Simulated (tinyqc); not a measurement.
Inside a calculation (part 1 of 2). Method: RKS/LDA (PW92) in the sto-6g basis, for H2O, spin multiplicity 1. Computed by tinyqc, a small Python program that keeps every step (integrals from PySCF). Settings: charge = 0, multiplicity = 1, basis = sto-6g, energy threshold = 1e-10, iteration cap = 90, orthogonalisation = canonical, start = Wolfsberg-Helmholz matrix, DIIS depth = 3, method = RKS, functional = lda,pw, grid = [10, 50]. Command: `OMP_NUM_THREADS=1 python tinyqc.py 30057 30058 out.jsonl` (the two numbers bound the seeds that draw the settings). One thread of a shared host (Intel(R) Xeon(R) Processor @ 2.60GHz), about 0.7 s of CPU time with the checks. Later iterations appear only in the table of the cycle.

## One-electron integrals

Geometry (angstrom):
```
atom         x          y         z
O     0.000000   0.000000  0.000000
H     0.000000   0.770000  0.509000
H     0.000000  -0.770000  0.509000
```

Basis sto-6g: exponents (1/bohr^2) and contraction coefficients of normalised primitives:
```
element  l (shell)     exponent  coefficient
O            s (1)  1355.584234     0.009164
O            s (1)   248.544885     0.049361
O            s (1)    69.533902     0.168538
O            s (1)    23.886772     0.370563
O            s (1)     9.275933     0.416492
O            s (1)     3.820341     0.130334
O            s (2)    52.187762    -0.013253
O            s (2)    10.329320    -0.046992
O            s (2)     3.210345    -0.033785
O            s (2)     1.235135     0.250242
O            s (2)     0.536420     0.595117
O            s (2)     0.245881     0.240706
O            p (3)    52.187762     0.003760
O            p (3)    10.329320     0.037679
O            p (3)     3.210345     0.173897
O            p (3)     1.235135     0.418036
O            p (3)     0.536420     0.425860
O            p (3)     0.245881     0.101708
H            s (1)    35.523221     0.009164
H            s (1)     6.513144     0.049361
H            s (1)     1.822143     0.168538
H            s (1)     0.625955     0.370563
H            s (1)     0.243077     0.416492
H            s (1)     0.100112     0.130334
```

Overlap, kinetic and nuclear-attraction integrals over the contracted functions; the nuclear repulsion is the sum of Za Zb / Rab.

nuclear repulsion = 9.51651104 hartree

overlap S, lower triangle:
```
           1O 1s     1O 2s    1O 2px     1O 2py    1O 2pz     2H 1s     3H 1s
1O 1s   1.000000
1O 2s   0.231145  1.000000
1O 2px  0.000000  0.000000  1.000000
1O 2py  0.000000  0.000000  0.000000   1.000000
1O 2pz  0.000000  0.000000  0.000000   0.000000  1.000000
2H 1s   0.059939  0.499423  0.000000   0.337278  0.222954  1.000000
3H 1s   0.059939  0.499423  0.000000  -0.337278  0.222954  0.242434  1.000000
```

kinetic energy T (hartree), lower triangle:
```
            1O 1s     1O 2s    1O 2px     1O 2py    1O 2pz     2H 1s     3H 1s
1O 1s   29.327197
1O 2s   -0.896024  0.842618
1O 2px   0.000000  0.000000  2.531309
1O 2py   0.000000  0.000000  0.000000   2.531309
1O 2pz   0.000000  0.000000  0.000000   0.000000  2.531309
2H 1s   -0.000982  0.145226  0.000000   0.257544  0.170247  0.768522
3H 1s   -0.000982  0.145226  0.000000  -0.257544  0.170247  0.005609  0.768522
```

nuclear attraction V (hartree), lower triangle:
```
             1O 1s       1O 2s      1O 2px      1O 2py      1O 2pz      2H 1s      3H 1s
1O 1s   -62.404926
1O 2s    -6.416315  -10.127969
1O 2px    0.000000    0.000000  -10.037047
1O 2py    0.000000    0.000000    0.000000  -10.226032
1O 2pz   -0.019479   -0.213755    0.000000    0.000000  -10.119628
2H 1s    -1.908299   -4.097221    0.000000   -2.482042   -1.708489  -5.976676
3H 1s    -1.908299   -4.097221    0.000000    2.482042   -1.708489  -1.611204  -5.976676
```

core Hamiltonian H = T + V (hartree), lower triangle:
```
             1O 1s      1O 2s     1O 2px     1O 2py     1O 2pz      2H 1s      3H 1s
1O 1s   -33.077729
1O 2s    -7.312339  -9.285350
1O 2px    0.000000   0.000000  -7.505738
1O 2py    0.000000   0.000000   0.000000  -7.694723
1O 2pz   -0.019479  -0.213755   0.000000   0.000000  -7.588319
2H 1s    -1.909280  -3.951996   0.000000  -2.224498  -1.538243  -5.208153
3H 1s    -1.909280  -3.951996   0.000000   2.224498  -1.538243  -1.605596  -5.208153
```

## Two-electron integrals

Functions are numbered as in S; the eight-fold symmetry (ij|kl) = (ji|kl) = (kl|ij) leaves the list below.

Two-electron integrals (ij|kl) in chemists' order, unique and non-zero (hartree):
```
(11|11) 4.787491    (21|11) 0.675884    (21|21) 0.121505    (22|11) 1.117379
(22|21) 0.249212    (22|22) 0.817383    (31|31) 0.025762    (32|31) 0.039145
(32|32) 0.180664    (33|11) 1.117381    (33|21) 0.249212    (33|22) 0.817382
(33|33) 0.880663    (41|41) 0.025762    (42|41) 0.039145    (42|42) 0.180664
(43|43) 0.047461    (44|11) 1.117381    (44|21) 0.249212    (44|22) 0.817382
(44|33) 0.785741    (44|44) 0.880663    (51|51) 0.025762    (52|51) 0.039145
(52|52) 0.180664    (53|53) 0.047461    (54|54) 0.047461    (55|11) 1.117381
(55|21) 0.249212    (55|22) 0.817382    (55|33) 0.785741    (55|44) 0.785741
(55|55) 0.880663    (61|11) 0.187280    (61|21) 0.032249    (61|22) 0.064626
(61|33) 0.064484    (61|41) 0.001309    (61|42) 0.002549    (61|44) 0.064780
(61|51) 0.000866    (61|52) 0.001685    (61|54) 0.000195    (61|55) 0.064613
(61|61) 0.008725    (62|11) 0.427744    (62|21) 0.096601    (62|22) 0.347424
(62|33) 0.341871    (62|41) 0.006395    (62|42) 0.045847    (62|44) 0.353464
(62|51) 0.004228    (62|52) 0.030307    (62|54) 0.007663    (62|55) 0.346937
(62|61) 0.025731    (62|62) 0.178821    (63|31) 0.011082    (63|32) 0.061185
(63|43) 0.009603    (63|53) 0.006348    (63|63) 0.026246    (64|11) 0.246671
(64|21) 0.056531    (64|22) 0.216857    (64|33) 0.206914    (64|41) 0.014436
(64|42) 0.088699    (64|44) 0.233513    (64|51) 0.002217    (64|52) 0.018188
(64|54) 0.011235    (64|55) 0.210144    (64|61) 0.015802    (64|62) 0.135768
(64|64) 0.128413    (65|11) 0.163059    (65|21) 0.037369    (65|22) 0.143351
(65|33) 0.136778    (65|41) 0.002217    (65|42) 0.018188    (65|44) 0.141665
(65|51) 0.012548    (65|52) 0.073208    (65|54) 0.012834    (65|55) 0.151610
(65|61) 0.010446    (65|62) 0.089748    (65|64) 0.067537    (65|65) 0.070890
(66|11) 0.548453    (66|21) 0.126136    (66|22) 0.515603    (66|33) 0.494742
(66|41) 0.011520    (66|42) 0.110267    (66|44) 0.538293    (66|51) 0.007615
(66|52) 0.072891    (66|54) 0.028789    (66|55) 0.513773    (66|61) 0.034010
(66|62) 0.325730    (66|64) 0.282938    (66|65) 0.187033    (66|66) 0.774999
(71|11) 0.187280    (71|21) 0.032249    (71|22) 0.064626    (71|33) 0.064484
(71|41) -0.001309   (71|42) -0.002549   (71|44) 0.064780    (71|51) 0.000866
(71|52) 0.001685    (71|54) -0.000195   (71|55) 0.064613    (71|61) 0.008581
(71|62) 0.024792    (71|64) 0.013778    (71|65) 0.010055    (71|66) 0.032216
(71|71) 0.008725    (72|11) 0.427744    (72|21) 0.096601    (72|22) 0.347424
(72|33) 0.341871    (72|41) -0.006395   (72|42) -0.045847   (72|44) 0.353464
(72|51) 0.004228    (72|52) 0.030307    (72|54) -0.007663   (72|55) 0.346937
(72|61) 0.024792    (72|62) 0.144931    (72|64) 0.075553    (72|65) 0.070573
(72|66) 0.217191    (72|71) 0.025731    (72|72) 0.178821    (73|31) 0.011082
(73|32) 0.061185    (73|43) -0.009603   (73|53) 0.006348    (73|63) 0.020590
(73|73) 0.026246    (74|11) -0.246671   (74|21) -0.056531   (74|22) -0.216857
(74|33) -0.206914   (74|41) 0.014436    (74|42) 0.088699    (74|44) -0.233513
(74|51) -0.002217   (74|52) -0.018188   (74|54) 0.011235    (74|55) -0.210144
(74|61) -0.013778   (74|62) -0.075553   (74|64) -0.019168   (74|65) -0.035919
(74|66) -0.099209   (74|71) -0.015802   (74|72) -0.135768   (74|74) 0.128413
(75|11) 0.163059    (75|21) 0.037369    (75|22) 0.143351    (75|33) 0.136778
(75|41) -0.002217   (75|42) -0.018188   (75|44) 0.141665    (75|51) 0.012548
(75|52) 0.073208    (75|54) -0.012834   (75|55) 0.151610    (75|61) 0.010055
(75|62) 0.070573    (75|64) 0.035919    (75|65) 0.054437    (75|66) 0.116076
(75|71) 0.010446    (75|72) 0.089748    (75|74) -0.067537   (75|75) 0.070890
(76|11) 0.161842    (76|21) 0.036838    (76|22) 0.141562    (76|33) 0.138716
(76|44) 0.141793    (76|51) 0.002644    (76|52) 0.021737    (76|55) 0.144176
(76|61) 0.009683    (76|62) 0.070467    (76|64) 0.046056    (76|65) 0.039773
(76|66) 0.128323    (76|71) 0.009683    (76|72) 0.070467    (76|74) -0.046056
(76|75) 0.039773    (76|76) 0.033020    (77|11) 0.548453    (77|21) 0.126136
(77|22) 0.515603    (77|33) 0.494742    (77|41) -0.011520   (77|42) -0.110267
(77|44) 0.538293    (77|51) 0.007615    (77|52) 0.072891    (77|54) -0.028789
(77|55) 0.513773    (77|61) 0.032216    (77|62) 0.217191    (77|64) 0.099209
(77|65) 0.116076    (77|66) 0.337681    (77|71) 0.034010    (77|72) 0.325730
(77|74) -0.282938   (77|75) 0.187033    (77|76) 0.128323    (77|77) 0.774999
```

## Orthogonalisation

S = U s U^T; canonical form X = U s^(-1/2), so that X^T S X = 1. Each column of U has its largest component positive (the first on a tie).

eigenvalues of S: 0.320989  0.386639  0.895038  1.000000  1.078635  1.370927  1.947772

X:
```
                1          2          3         4          5          6         7
1O 1s   -0.286256   0.000000   0.770584  0.000000  -0.607061   0.000000  0.151529
1O 2s    1.245756   0.000000  -0.272275  0.000000  -0.268419   0.000000  0.428591
1O 2px   0.000000   0.000000   0.000000  1.000000   0.000000   0.000000  0.000000
1O 2py   0.000000   0.987258   0.000000  0.000000   0.000000   0.674201  0.000000
1O 2pz   0.512632   0.000000   0.636012  0.000000   0.676785   0.000000  0.174835
2H 1s   -0.780616  -0.897696  -0.149711  0.000000   0.119350   0.370733  0.371610
3H 1s   -0.780616   0.897696  -0.149711  0.000000   0.119350  -0.370733  0.371610
```

## Starting guess

The start is the generalised Wolfsberg-Helmholz matrix (K = 1.75) built on H; D = 2 C_occ C_occ^T.

D at the start, lower triangle:
```
            1O 1s      1O 2s    1O 2px     1O 2py    1O 2pz     2H 1s     3H 1s
1O 1s    2.057909
1O 2s   -0.220861   1.044671
1O 2px   0.000000   0.000000  2.000000
1O 2py   0.000000   0.000000  0.000000   1.288048
1O 2pz   0.105625  -0.400819  0.000000   0.000000  1.851892
2H 1s   -0.144981   0.351186  0.000000   0.393032  0.106887  0.275070
3H 1s   -0.144981   0.351186  0.000000  -0.393032  0.106887  0.035213  0.275070
```

## Iteration 1: exchange-correlation on the grid

Becke grid with 10 radial and 50 angular points per atom, points of zero weight dropped. rho = sum D_ij phi_i phi_j; V_xc,ij = sum w v_xc phi_i phi_j; v_xc is d(rho eps)/d rho.

The 8 grid points with the largest w rho, of 1498 (bohr, atomic units):
```
x                  y          z         w       rho     eps_xc       v_xc
-0.841948   0.000000  -0.841948  0.257531  0.325822  -0.570397  -0.747616
0.841948    0.000000  -0.841948  0.257531  0.325822  -0.570397  -0.747616
0.000000    0.841948  -0.841948  0.255366  0.295218  -0.553190  -0.724889
0.000000   -0.841948  -0.841948  0.255366  0.295218  -0.553190  -0.724889
-0.359008  -0.359008  -1.077024  0.230117  0.323201  -0.568967  -0.745728
-0.359008   0.359008  -1.077024  0.230117  0.323201  -0.568967  -0.745728
0.359008   -0.359008  -1.077024  0.230117  0.323201  -0.568967  -0.745728
0.359008    0.359008  -1.077024  0.230117  0.323201  -0.568967  -0.745728
```

electrons on the grid, sum of w rho = 9.994553

E_xc = sum of w rho eps_xc = -9.05438878 hartree

V_xc (hartree), lower triangle:
```
            1O 1s      1O 2s     1O 2px     1O 2py     1O 2pz      2H 1s      3H 1s
1O 1s   -2.925814
1O 2s   -0.374173  -0.811854
1O 2px   0.000000   0.000000  -0.811658
1O 2py   0.000000   0.000000   0.000000  -0.809331
1O 2pz   0.001759   0.005333   0.000000   0.000000  -0.814480
2H 1s   -0.106720  -0.330100   0.000000  -0.203755  -0.134468  -0.465331
3H 1s   -0.106720  -0.330100   0.000000   0.203755  -0.134468  -0.125024  -0.465331
```

## Iteration 1: building the Kohn-Sham matrix

J_ij = sum D_kl (ij|kl); F = H + J + V_xc; E = tr D H + tr D J / 2 + E_xc + E_nn.

Coulomb J (hartree), lower triangle:
```
            1O 1s     1O 2s    1O 2px     1O 2py    1O 2pz     2H 1s     3H 1s
1O 1s   17.727136
1O 2s    3.172354  8.390977
1O 2px   0.000000  0.000000  8.380353
1O 2py   0.000000  0.000000  0.000000   8.396968
1O 2pz  -0.007274  0.006563  0.000000   0.000000  8.395609
2H 1s    0.846569  3.526074  0.000000   2.185190  1.450518  5.231465
3H 1s    0.846569  3.526074  0.000000  -2.185190  1.450518  1.430575  5.231465
```

Kohn-Sham matrix F (hartree), lower triangle:
```
             1O 1s      1O 2s    1O 2px     1O 2py     1O 2pz      2H 1s      3H 1s
1O 1s   -18.276407
1O 2s    -4.514157  -1.706227
1O 2px    0.000000   0.000000  0.062956
1O 2py    0.000000   0.000000  0.000000  -0.107085
1O 2pz   -0.024995  -0.201860  0.000000   0.000000  -0.007191
2H 1s    -1.169431  -0.756021  0.000000  -0.243062  -0.222192  -0.442019
3H 1s    -1.169431  -0.756021  0.000000   0.243062  -0.222192  -0.300044  -0.442019
```

total energy of this density = -75.23489629 hartree

## Iteration 1: diagonalisation and new density

Diagonalise F' = X^T F X, C = X C', fill 5 alpha and 5 beta electrons from the bottom; D = 2 C_occ C_occ^T. Each column has its largest component positive (the first on a tie).

F' = X^T F X (hartree), lower triangle:
```
           1         2          3         4          5          6          7
1   0.168461
2   0.000000  0.528465
3   1.134132  0.000000  -8.574533
4   0.000000  0.000000   0.000000  0.062956
5  -0.894973  0.000000   8.276111  0.000000  -7.895884
6   0.000000  0.139513   0.000000  0.000000   0.000000  -0.330714
7   0.231687  0.000000  -3.669080  0.000000   3.557688   0.000000  -2.358928
```

orbital energies (hartree): MO1 -18.282501, MO2 -0.757859, MO3 -0.352801, MO4 -0.001024, MO5 0.062956, MO6 0.380500, MO7 0.550551

coefficients C:
```
              MO1        MO2        MO3        MO4       MO5        MO6        MO7
1O 1s    0.995068  -0.202854   0.000000  -0.139556  0.000000  -0.128216   0.000000
1O 2s    0.024023   0.697017   0.000000   0.732303  0.000000   0.926879   0.000000
1O 2px   0.000000   0.000000   0.000000   0.000000  1.000000   0.000000   0.000000
1O 2py   0.000000   0.000000   0.511538   0.000000  0.000000   0.000000   1.080534
1O 2pz   0.004408   0.213734   0.000000  -0.704932  0.000000   0.783120   0.000000
2H 1s   -0.006596   0.233105   0.506539  -0.315338  0.000000  -0.793911  -0.828685
3H 1s   -0.006596   0.233105  -0.506539  -0.315338  0.000000  -0.793911   0.828685
```

D after iteration 1, lower triangle:
```
            1O 1s      1O 2s    1O 2px     1O 2py    1O 2pz      2H 1s     3H 1s
1O 1s    2.101573
1O 2s   -0.439372   2.045355
1O 2px   0.000000   0.000000  2.000000
1O 2py   0.000000   0.000000  0.000000   0.523342
1O 2pz   0.118815  -0.734284  0.000000   0.000000  1.085262
2H 1s   -0.019686  -0.137206  0.000000   0.518228  0.544170   0.820803
3H 1s   -0.019686  -0.137206  0.000000  -0.518228  0.544170  -0.205525  0.820803
```

## Iteration 2: exchange-correlation on the grid

As before.

The 8 grid points with the largest w rho, of 1498 (bohr, atomic units):
```
x                  y          z         w       rho     eps_xc       v_xc
0.841948    0.000000  -0.841948  0.257531  0.323619  -0.569195  -0.746029
-0.841948   0.000000  -0.841948  0.257531  0.323619  -0.569195  -0.746029
-1.077024  -0.359008  -0.359008  0.229529  0.322607  -0.568642  -0.745298
1.077024   -0.359008  -0.359008  0.229529  0.322607  -0.568642  -0.745298
1.077024    0.359008  -0.359008  0.229529  0.322607  -0.568642  -0.745298
-1.077024   0.359008  -0.359008  0.229529  0.322607  -0.568642  -0.745298
0.359008   -0.359008  -1.077024  0.230117  0.290278  -0.550300  -0.721073
-0.359008  -0.359008  -1.077024  0.230117  0.290278  -0.550300  -0.721073
```

electrons on the grid, sum of w rho = 9.999074

E_xc = sum of w rho eps_xc = -8.82888232 hartree

V_xc (hartree), lower triangle:
```
            1O 1s      1O 2s     1O 2px     1O 2py     1O 2pz      2H 1s      3H 1s
1O 1s   -2.924065
1O 2s   -0.366613  -0.787113
1O 2px   0.000000   0.000000  -0.801919
1O 2py   0.000000   0.000000   0.000000  -0.776540
1O 2pz   0.003818   0.008912   0.000000   0.000000  -0.782825
2H 1s   -0.104844  -0.328510   0.000000  -0.207238  -0.137537  -0.509338
3H 1s   -0.104844  -0.328510   0.000000   0.207238  -0.137537  -0.128112  -0.509338
```

## Iteration 2: building the Kohn-Sham matrix

As before.

Coulomb J (hartree), lower triangle:
```
            1O 1s     1O 2s    1O 2px     1O 2py    1O 2pz     2H 1s     3H 1s
1O 1s   17.235529
1O 2s    3.057578  8.104726
1O 2px   0.000000  0.000000  8.115457
1O 2py   0.000000  0.000000  0.000000   8.104907
1O 2pz  -0.010430  0.034994  0.000000   0.000000  8.093814
2H 1s    0.816952  3.445739  0.000000   2.151323  1.442017  5.254818
3H 1s    0.816952  3.445739  0.000000  -2.151323  1.442017  1.413800  5.254818
```

Kohn-Sham matrix F (hartree), lower triangle:
```
             1O 1s      1O 2s     1O 2px     1O 2py     1O 2pz      2H 1s      3H 1s
1O 1s   -18.766265
1O 2s    -4.621374  -1.967737
1O 2px    0.000000   0.000000  -0.192200
1O 2py    0.000000   0.000000   0.000000  -0.366356
1O 2pz   -0.026091  -0.169850   0.000000   0.000000  -0.277331
2H 1s    -1.197172  -0.834767   0.000000  -0.280412  -0.233762  -0.462673
3H 1s    -1.197172  -0.834767   0.000000   0.280412  -0.233762  -0.319908  -0.462673
```

total energy of this density = -75.38689363 hartree

## Iteration 2: DIIS over 2 matrices

error matrix X^T (FDS - SDF) X:
```
          1         2          3         4          5          6          7
1  0.000000  0.000000  -0.039017  0.000000  -0.149464   0.000000  -0.206532
2  0.000000  0.000000   0.000000  0.000000   0.000000  -0.303730   0.000000
3  0.039017  0.000000   0.000000  0.000000  -0.048747   0.000000  -0.084500
4  0.000000  0.000000   0.000000  0.000000   0.000000   0.000000   0.000000
5  0.149464  0.000000   0.048747  0.000000   0.000000   0.000000  -0.065660
6  0.000000  0.303730   0.000000  0.000000   0.000000   0.000000   0.000000
7  0.206532  0.000000   0.084500  0.000000   0.065660   0.000000   0.000000
```

B (overlaps of the stored error matrices):
```
                1               2
1   1.2622920e+00  -3.3400969e-01
2  -3.3400969e-01   3.4519296e-01
```

Minimise |sum c_i e_i|^2 with sum c_i = 1: solve [B -1; -1 0][c; lambda] = [0; -1] with B_ij = tr e_i^T e_j, and take F = sum c_i F_i.

DIIS coefficients: 0.298484  0.701516

extrapolated F (hartree), lower triangle:
```
             1O 1s      1O 2s     1O 2px     1O 2py     1O 2pz      2H 1s      3H 1s
1O 1s   -18.620050
1O 2s    -4.589372  -1.889680
1O 2px    0.000000   0.000000  -0.116040
1O 2py    0.000000   0.000000   0.000000  -0.288968
1O 2pz   -0.025764  -0.179404   0.000000   0.000000  -0.196698
2H 1s    -1.188892  -0.811262   0.000000  -0.269264  -0.230309  -0.456508
3H 1s    -1.188892  -0.811262   0.000000   0.269264  -0.230309  -0.313979  -0.456508
```
